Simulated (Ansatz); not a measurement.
This Ansatz (a quantum-chemistry and plane-wave program) input (CCSD(T)/cc-pCVTZ) gives -39.81154 Eh with 85 basis functions. A basis named .json is the Basis Set Exchange file of that set (core-valence sets with the plain set on hydrogen).

Ansatz 0.2 input:
```yaml
crystal:
  periodic: [false, false, false]
  atoms:
    - {symbol: C, position_ang: [-0.00000000, -0.00000000, -0.00000000]}
    - {symbol: H, position_ang: [0.00360111, 1.07859343, -0.02702022]}
    - {symbol: H, position_ang: [0.93257816, -0.54247981, 0.01097634]}
    - {symbol: H, position_ang: [-0.93617928, -0.53611362, 0.01604388]}
basis:
  gaussian:
    orbitals: cc-pCVTZ.json
magnetization: {spin_polarized: true, initial_magnetization: 1}
correlation: {method: ccsd_t, frozen_orbitals: {C: 0, H: 0}}
```

Change:
```diff
- orbitals: cc-pCVTZ.json
+ orbitals: cc-pwCVQZ.json
```

**Question.** What does the run give now?

**Answer.** -39.82691 Eh (CCSD(T)/cc-pwCVQZ, 174 functions), a change of -15.37 mEh.
